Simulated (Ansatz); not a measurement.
A made-up structure of AlSiNH3, doublet:

```
atom    x (Å)    y (Å)    z (Å)
 Al1   1.1242   0.3159   0.4680
  N2  -0.3002  -0.1850   0.0049
 Si3  -1.8590  -0.9011  -0.3305
  H4  -2.6162  -0.4368  -1.4384
  H5   2.4361  -0.2893  -0.0042
  H6   1.3498   1.4484   1.4565
```

It is relaxed with PBE-D4/def2-SVP and then PBE0-D4/def2-TZVP (Ansatz 0.2.0). Atoms count as bonded within 1.22 times the sum of their covalent radii (H–H: 0.88 Å). The end point is not checked to be a true minimum.

Does its bonding change? (Judge from chemistry; the calculation decides.)

Computed: No: no bond forms or breaks.

Where it ends: The first stage lowers the energy by 1.29 eV in 6 steps. It ends as AlSiNH₃ ([AlH2][N][SiH]):
Al1  (1.196, 0.335, 0.497)
N2  (-0.392, -0.149, -0.117)
Si3  (-1.782, -0.887, -0.279)
H4  (-2.668, -0.466, -1.442)
H5  (2.491, -0.395, -0.054)
H6  (1.290, 1.514, 1.551)
(Å)

Labels in which every atom is bracketed show which atoms are joined, not bond orders.

For scale, one of the runs: PBE0-D4/def2-TZVP relaxation, 123 basis functions, launched by `ansatz run in.yaml --threads 2 --pin off --events-out ev --progress --plain --max-ram 4352MiB`. Hardware: 2 CPU threads of an Arm Neoverse V2, shared host. Wall time about 20 s.
